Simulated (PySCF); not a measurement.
Dipole moment and polarisability across levels of theory

1,4-butanediol, C4H10O2.
SMILES with atom numbers: `[OH:1][CH2:2][CH2:3][CH2:4][CH2:5][OH:6]` (hydrogens: H7 on O1; H8, H9 on C2; H10, H11 on C3; H12, H13 on C4; H14, H15 on C5; H16 on O6)

Cartesian coordinates in Å at the PBE0-D3(BJ)/def2-SVP level; atoms count from 1:
```
atom  x, y, z in Å
O1     1.9390   -0.9510   -0.2100
C2     1.2980    0.0799   -0.9207
C3     0.5531    0.9641    0.0587
C4    -0.3966    0.1979    0.9751
C5    -1.3638   -0.7133    0.2364
O6    -2.0609   -0.0699   -0.8017
H7     2.3573   -1.5414   -0.8428
H8     0.5766   -0.3234   -1.6585
H9     2.0240    0.6979   -1.4864
H10   -0.0083    1.7090   -0.5283
H11    1.2777    1.5216    0.6749
H12   -0.9602    0.9185    1.5955
H13    0.1876   -0.4223    1.6739
H14   -2.0560   -1.1864    0.9616
H15   -0.8013   -1.5342   -0.2351
H16   -2.5662    0.6530   -0.4153
```

PySCF, dipoles from the SCF density, polarisabilities from static response with core orbitals frozen. Isolated species at its PBE0-D3(BJ)/def2-SVP geometry (one conformer only).

The anisotropy is √(½[(α1 − α2)² + (α2 − α3)² + (α3 − α1)²]).

```json
{"level": "CAM-B3LYP/def2-SVPD", "μ (D)": "0.587", "α (Å³)": "8.89", "anisotropy (Å³)": "0.89"}
{"level": "wB97X-D/def2-SVPD", "μ (D)": "0.575", "α (Å³)": "8.87", "anisotropy (Å³)": "0.88"}
{"level": "LC-wPBE/def2-SVPD", "μ (D)": "0.597", "α (Å³)": "8.67", "anisotropy (Å³)": "0.87"}
{"level": "PBE0/6-31G*", "μ (D)": "0.498", "α (Å³)": "7.36", "anisotropy (Å³)": "1.00"}
{"level": "PBE0/def2-SVP", "μ (D)": "0.453", "α (Å³)": "7.59", "anisotropy (Å³)": "1.03"}
{"level": "PBE0/def2-TZVP", "μ (D)": "0.522", "α (Å³)": "8.58", "anisotropy (Å³)": "0.98"}
```

The dipole runs from 0.45 D (PBE0/def2-SVP) to 0.60 D (LC-wPBE/def2-SVPD).
